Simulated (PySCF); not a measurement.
Molecule: `CN(C)C=O`, C3H7NO.

Geometry (Å), atoms numbered from 1 in this order:
```xyz
12

C     1.335    0.049    0.321
N    -0.052    0.128   -0.040
C    -0.839   -1.077    0.011
C    -0.631    1.299   -0.421
O    -1.789    1.443   -0.736
H     1.793    1.046    0.248
H     1.462   -0.312    1.357
H     1.889   -0.635   -0.346
H    -1.866   -0.821   -0.280
H    -0.444   -1.840   -0.681
H    -0.844   -1.503    1.029
H     0.103    2.142   -0.411
```

Spin–spin couplings on one PBE0-D3(BJ)/def2-SVP geometry, PySCF, gas phase, non-relativistic, equivalent pairs averaged (spin–dipole term only in couplings to heteroatoms); isotopes 13C, 1H; basis pcJ-1.

Reference values (Hz): 1J(C1,H6) = 138.0 (measured; liquid or solution (compiled); San Fabian, Garcia de la Vega, Suardiaz et al., Magn. Reson. Chem. 2013, 51, 775 (SI)); 1J(C4,H12) = 191.2 (measured; liquid or solution (compiled); San Fabian, Garcia de la Vega, Suardiaz et al., Magn. Reson. Chem. 2013, 51, 775 (SI)).

How do the couplings (Hz) change with the functional? Times are CPU seconds on shared hosts with different chips, so compare them loosely; the GGAs took longer than the global hybrids here, which isn't the general rule, and the cause wasn't traced.

## Answers


```
functional  functions  1J(C1,H6)  1J(C4,H12)  mean abs. error  core-s
        HF        205      171.6       230.8             36.6      23
       LDA        205      107.0       154.8             33.7      22
       PBE        205      129.0       179.9             10.1      38
       KT2        205      136.2       195.1              2.8      36
     B3LYP        205      141.6       196.7              4.5      19
      PBE0        205      133.6       185.9              4.9      28
     B97-2        205      128.0       179.2             11.0      32
 BHandHLYP        205      152.5       209.6             16.5      21
 CAM-B3LYP        205      139.0       194.9              2.4      47
```

Errors compare magnitudes, without vibrational corrections, and the largest couplings weigh most in the mean. Closest: CAM-B3LYP; furthest: HF.
